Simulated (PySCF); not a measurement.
F₂ was optimised in PySCF in the def2-TZVP basis family (density fitting, no spin–orbit coupling) with several functionals.

One of them gave a singlet of D∞h symmetry with a mean bond of 1.413 Å to F, wavenumbers 997 cm⁻¹ and a HOMO–LUMO gap of 3.64 eV.

Q: Which level of theory was it?
A. B3LYP
B. PBE
C. PBE0

A: B. That is PBE, with F–F 1.413 Å. The others give B3LYP 1.396 Å and 1050 cm⁻¹ for the highest mode; PBE0 1.376 Å and 1100 cm⁻¹ for the highest mode.

The structures come from searches over a few start shapes, so lower isomers are not excluded.
